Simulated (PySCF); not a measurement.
## BP⁺: energy against distance

Set-up: basis B def2-TZVP, P def2-TZVP; no relativity; PySCF 2.14. Energies in eV from B⁺ + P in their ground configurations at the same level. All curves are PBE0. state 1: ⁴Σ⁻ (quartet), unpaired electrons σ ↑, π ↑↑; state 2: Ms = 0.5 determinant of mixed spin (⟨S²⟩ near 1.8), unpaired electrons σ ↓, π ↑↑, a second solution, started from another occupation; state 3: Ms = 0.5 determinant of mixed spin (⟨S²⟩ near 1.8), unpaired electrons σ ↑, π ↑↓, a mixture of terms (⟨Lz²⟩ = 2.0), a second solution, started from another occupation; state 4: ²Π (doublet), unpaired electrons π ↑, a second solution, started from another occupation.

| R (Å) | state 1 | state 2 | state 3 | state 4 |
| --- | --- | --- | --- | --- |
| 1.594 | -2.084 | -1.701 | -1.594 | -1.550 |
| 1.669 | -2.606 | -2.250 | -2.136 | -1.793 |
| 1.743 | -2.887 | -2.557 | -2.435 | -1.830 |
| 1.798 | -2.982 | -2.669 | -2.541 | -1.763 |
| 1.854 | -3.005 | -2.707 | -2.573 | -1.643 |
| 1.910 | -2.973 | -2.689 | -2.549 | -1.495 |
| 1.984 | -2.873 | -2.601 | -2.454 | -1.271 |
| 2.076 | -2.695 | -2.430 | -2.276 | -0.977 |
| 2.188 | -2.455 | -2.180 | -2.024 | -0.635 |
| 2.336 | -2.147 | -1.838 | -1.687 | -0.227 |

Put a parabola through the three lowest points of the state 1 curve and estimate Re, k and ωe (reduced mass 8.122 u; 1 eV/Å² = 0.16022 mdyn/Å; ωe = 1302.8·√(k/μ) cm⁻¹).

Through R = 1.798, 1.854, 1.91 Å the second-order coefficient is 8.77 eV/Å², so Re ≈ 1.849 Å, k ≈ 2.81 mdyn/Å and ωe ≈ 766 cm⁻¹. A polynomial fit of higher order to the unrounded PBE0 energies gives Re = 1.846 Å, k = 2.90 mdyn/Å, ωe = 779 cm⁻¹; anharmonicity and rounding make the difference.

The higher-order fit for each curve: state 1: Re = 1.846 Å, ωe = 779 cm⁻¹, De = 3.01 eV; state 2: Re = 1.861 Å, ωe = 765 cm⁻¹, minimum 2.71 eV below the ground-state fragments; state 3: Re = 1.855 Å, ωe = 776 cm⁻¹, minimum 2.57 eV below the ground-state fragments. State 4 gave no clean fit.

⟨S²⟩ of the unrestricted solution departs from its pure value on part of the curve, where spin states mix. For an ion De counts to the pair picked by the measured ionisation energies or electron affinities, which need not be the lowest pair at this level. The state was picked by a PBE0 search and need not be the measured ground state.
